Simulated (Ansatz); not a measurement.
Geometry optimisation, Ansatz 0.2.0, UKS B3LYP/def2-SVPD.

Input:

```yaml
crystal:
  periodic: [false, false, false]
  atoms:
    - { symbol: C, position_ang: [-0.299, 0.8959, 0.3206] }
    - { symbol: O, position_ang: [-0.9386, -0.3334, 0.0782] }
    - { symbol: Si, position_ang: [0.0143, -1.5735, -0.4422] }
    - { symbol: H, position_ang: [0.1688, 1.3568, -0.6123] }
    - { symbol: H, position_ang: [0.4075, 0.8859, 1.0861] }
    - { symbol: H, position_ang: [-1.1368, 1.6422, 0.632] }
    - { symbol: H, position_ang: [0.7249, -1.171, -1.6952] }
    - { symbol: H, position_ang: [1.1511, -1.76, 0.577] }
magnetization:
  spin_polarized: true
  initial_magnetization: 1
basis:
  gaussian: { orbitals: def2-SVPD }
hamiltonian:
  xc: b3lyp
relax:
  f_tol: 0.015
  max_steps: 40
```

Launched with:

```bash
$ ansatz run input.yaml --threads 2 --pin off --max-ram 3072MiB --backend cpu --events-out ev --progress --plain --runs-dir out
```

Problem. Where does it end, and by what steps?

Solution. It converged. After 5 steps the energy has fallen by 0.275 eV; H8 moved furthest, 0.19 Å.

```
step  energy less start (eV)  largest force component (eV/Å)  accepted
   0                  0.0000                           2.959       yes
   1                 -0.2192                           1.014       yes
   2                 -0.2623                           0.147       yes
   3                 -0.2678                           0.168       yes
   4                 -0.2744                           0.054       yes
   5                 -0.2746                           0.014       yes
```

```xyz
8
Properties=species:S:1:pos:R:3
C -0.343 1.018 0.333
O -0.811 -0.291 0.057
Si 0.081 -1.614 -0.450
H 0.116 1.476 -0.560
H 0.398 1.015 1.150
H -1.202 1.631 0.639
H 0.714 -1.341 -1.783
H 1.139 -1.952 0.559
```

The run took 19 s on 2 threads of Arm Neoverse V1, with other jobs on the host, peak memory 0.22 GiB.
